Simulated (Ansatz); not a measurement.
Reaction (isomerisation): `CC(=O)C1CC1` → `CC1C=COC1`

Calculated with Ansatz (gas phase, PBE0-D4/def2-TZVP geometries, no zero-point term in ΔE). CBS: MP2 limit from def2 TZ/QZ plus the TZ coupled-cluster correction, frozen cores. Functionals use def2-TZVPP. Each species was taken in one conformer, which may not be the lowest.

```
          level  ΔE (kJ/mol)
         r2SCAN         21.9
CCSD/def2-TZVPP         10.7
```

Question: What does CCSD(T)/CBS give? (Best estimate.)

Answer: Computed: +7.2 kJ/mol. The listed levels differ from it by 14.7, 3.5 kJ/mol.

Largest T1 diagnostic among the species: 0.013.

In def2-TZVPP, CCSD(T) changes the Hartree–Fock value by −10.0 kJ/mol (the triples alone add −0.9 kJ/mol) and MP2 by −3.1 kJ/mol. The D4 term adds −4.3 kJ/mol with B3LYP and −2.2 kJ/mol with PBE0; it sums over pairs of atoms, weighted by their polarisabilities, and B3LYP, whose exchange is more repulsive, gets the larger term.

B3LYP here is the variant with VWN-RPA as its local correlation; programs differ in this.
